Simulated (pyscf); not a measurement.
## Four-centre exchange: HO–Ga [singlet] + ammonia (NH₃) → H₂N–Ga [singlet] + water (H₂O)

Gas phase, singlet surface, charge 0. Bonds broken: Ga1–O2, N4–H5. Bonds formed: Ga1–N4, O2–H5. Structures and frequencies: ωB97X-D3(BJ)/def2-SVP in PySCF. Correlated levels are frozen-core, on RHF or UHF. ΔMP2 is the change of the MP2 total energy from the triple- to the quadruple-zeta basis.

Transition state (Å):

```xyz
7

Ga    -1.0308     1.2642     0.1987
O      0.8212     0.4374    -0.4162
H      1.2744     0.5117    -1.2637
N     -1.0653    -0.8105     0.2961
H      0.1730    -0.4729    -0.2337
H     -1.0949    -1.2655     1.2101
H     -1.7537    -1.2867    -0.2897
```

One imaginary mode, 769i cm⁻¹; descent along it reached the two sides named, in the forms told below.

```json
[
 {"bond": "Ga1–O2", "change": "breaks", "reactant side (Å)": "1.861", "saddle": "2.119", "product side": "2.486"},
 {"bond": "N4–H5", "change": "breaks", "reactant side (Å)": "1.025", "saddle": "1.389", "product side": "1.933"},
 {"bond": "Ga1–N4", "change": "forms", "reactant side (Å)": "2.370", "saddle": "2.077", "product side": "1.933"},
 {"bond": "O2–H5", "change": "forms", "reactant side (Å)": "2.102", "saddle": "1.132", "product side": "0.983"}
]
```

Electronic energies relative to the separated reactants (eV):

```tsv
level	barrier	reaction energy	reverse barrier
ωB97X-D3(BJ)/def2-TZVP	0.38	+0.56	-0.18
PBE/def2-TZVP	0.25	+0.59	-0.34
r²SCAN/def2-TZVP	0.29	+0.60	-0.31
B3LYP-D3(BJ)/def2-TZVP	0.39	+0.59	-0.20
PBE0-D3(BJ)/def2-TZVP	0.28	+0.55	-0.27
M06-2X/def2-TZVP	0.33	+0.57	-0.24
ωB97M-D3(BJ)/def2-TZVP	0.43	+0.59	-0.16
HF/def2-TZVP	0.97	+0.60	0.37
MP2/def2-QZVPP	0.41	+0.53	-0.12
CCSD/def2-TZVPP	0.51	+0.52	-0.01
CCSD(T)/def2-TZVPP	0.43	+0.52	-0.10
CCSD(T)/def2-TZVPP + ΔMP2(QZVPP)	0.46	+0.52	-0.06
```

With CCSD(T)/def2-TZVPP + ΔMP2(QZVPP) energies and thermal terms (ideal gas, 1 atm, RRHO with modes under 100 cm⁻¹ raised to 100, one conformer, R ln 2 for chiral ones without a mode under 150 cm⁻¹), in eV:

```tsv
T (K)	ΔH‡	ΔG‡	ΔH	ΔG
298	0.40	0.82	+0.50	+0.50
600	0.41	1.26	+0.51	+0.50
900	0.44	1.67	+0.52	+0.50
1200	0.47	2.08	+0.52	+0.49
```

On the reactant side the descent ends in an adduct with a Ga–N contact, 0.54 eV under the separated species and 0.92 eV under the saddle at ωB97X-D3(BJ)/def2-TZVP. On the product side the descent ends in a bound adduct, 0.36 eV under the separated species and 0.18 eV under the saddle at ωB97X-D3(BJ)/def2-TZVP. At ωB97X-D3(BJ)/def2-TZVP, PBE, r²SCAN, B3LYP-D3(BJ), PBE0-D3(BJ), M06-2X, ωB97M-D3(BJ)/def2-TZVP, MP2, CCSD, CCSD(T), CCSD(T) the saddle lies under the separated products, which points to a path from their complex (located at ωB97X-D3(BJ) alone), and parting the products costs more than the saddle. What is counted as formed (Ga–N) is already present as a longer contact in the reactant adduct; forming that adduct is a step of its own. This is the saddle that the search found; another between the same sides may lie lower. The CCSD(T) − MP2 part came from Ansatz, without density fitting, on the same reference. The frozen core leaves the outer d or s,p core shells of the metals and heavy elements correlated in the MP2 and CC values, and def2-TZVPP describes them poorly, which can shift differences by a few kcal/mol. Elements up to Kr have no core potential and no relativistic terms here.
